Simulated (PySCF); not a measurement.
# Gas-phase thermal properties of SiH₂F₂

Method: PySCF energies (xtb for GFN2) plus ideal-gas RRHO corrections (1 bar). Table values come from the NASA 1993 polynomials. 6-31G* has spherical d functions here. All species are closed-shell singlets. B3LYP is the form with VWN-RPA correlation. The harmonic model lacks anharmonicity and excited electronic states, which grow with temperature; levels with a mode under 35 cm⁻¹ are left out. The table's entry may be an old estimate for SiH₂F₂ (not checked at source).

| level | point group | σ | ZPE (kJ/mol) | S°298 (J/mol/K) | Cp298 (J/mol/K) | S°1000 (J/mol/K) | H1000 − H298 (kJ/mol) |
|---|---|---|---|---|---|---|---|
| table | - | - | - | 262.1 | 54.3 | 352.7 | 55.2 |
| B3LYP/6-31G* | C2v | 2 | 61.3 | 262.4 | 53.8 | 352.2 | 54.8 |
| GFN2-xTB | C2v | 2 | 56.4 | 268.4 | 61.4 | 363.9 | 57.6 |
| HF/6-31G* | C2v | 2 | 65.7 | 260.7 | 51.4 | 347.7 | 53.2 |
| PBE/def2-SVP | C2v | 2 | 58.4 | 264.0 | 55.7 | 355.8 | 55.9 |
| PBE0/def2-TZVP | C2v | 2 | 60.3 | 262.5 | 54.5 | 353.0 | 55.2 |
σ: rotational symmetry number. Electronic degeneracy used: 1. Frequencies are unscaled.
